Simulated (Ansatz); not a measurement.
# How far each method lies from UCCSDT(Q) for H₂Si–PH⁺, quartet

Geometry: that of the H2Si–PH, triplet, kept fixed. The doublet lies 1.8 eV lower here.

```xyz
5

Si   -0.1152    0.0000    1.1364
P     0.1106    0.0000   -1.0974
H     0.5486   -1.2064    1.7149
H     0.5486    1.2064    1.7149
H    -1.2866    0.0000   -1.3719
```

Basis cc-pVDZ; Ansatz 0.2.0. Correlated methods freeze the noble-gas cores, which leaves 11 electrons in 41 orbitals. R marks a restricted (for open shells ROHF) determinant, U an unrestricted one. Active spaces: valence = (11e, 11o) chosen from the atoms' valence shells.

Full CI isn't at hand for all of this; UCCSDT(Q) serves as the reference, and is uncertain by the last step of the cluster series or more. The frozen core follows each run's orbitals, which can shift R against U totals by a few meV.

For open shells CISD is restricted-active-space CI with the open shells as a complete middle space.

```
UHF ⟨S²⟩                          : 3.763
T1 diagnostic (RCCSD)             : 0.0322
largest doubles amplitude (RCCSD) : 0.032
T1 diagnostic (UCCSD)             : 0.0238
```

| level | E − E(RHF) (eV) |
| --- | --- |
| UHF | -0.1260 |
| RMP2 | -4.3693 |
| UMP2 | -4.3757 |
| RCCSD | -5.4980 |
| UCCSD | -5.5012 |
| RCCSD(T) | -5.6467 |
| UCCSD(T) | -5.6472 |

Problem. Estimate how far UCCSDT(Q) in cc-pVDZ lies from RCCSD(T). The table doesn't fix it; the size of (T) and the diagnostics are the guide.

Solution. UCCSDT(Q) in cc-pVDZ lies 4.3 kJ/mol below RCCSD(T), which is 30 % of the (T) step (-14.3 kJ/mol). T1 is raised, and the rest is a large part of (T). The miss exceeds 1 kcal/mol.

The other levels:

```tsv
level	E − E(UCCSDT(Q)) (kJ/mol)	share of correlation (%)	wall time
CISD	57.3	89.57	6 s
BCCD(T)	4.2	99.23	2.5 s
RCCSDT	0.7	99.88	–
UCCSDT	0.6	99.89	–
RCCSDT(Q)	0.1	99.98	30 s
CASSCF (valence space)	377.5	31.25	–
NEVPT2 (valence space)	106.0	80.69	9.5 s
MRCISD (valence space)	30.2	94.50	–
MRCISD+Q (valence space)	4.2	99.24	15 s
```

The correlation energy at UCCSDT(Q), counted from RHF, is -5.691 eV. That run took 27 s on 1 thread of Arm Neoverse V2, shared host.

Times hold each run's SCF and search for its determinant on a shared host, so for small cases they say little of a method's own cost; they ran on 1 thread of Arm Neoverse V2. Some runs computed forces too.

Natural occupations of CASSCF (valence space) about the gap: 1.978 1.968 1.967 1.005 1.001 0.999 0.031 0.027 0.024 0.016; effectively unpaired electrons, Σ n²(2−n)², 3.02.
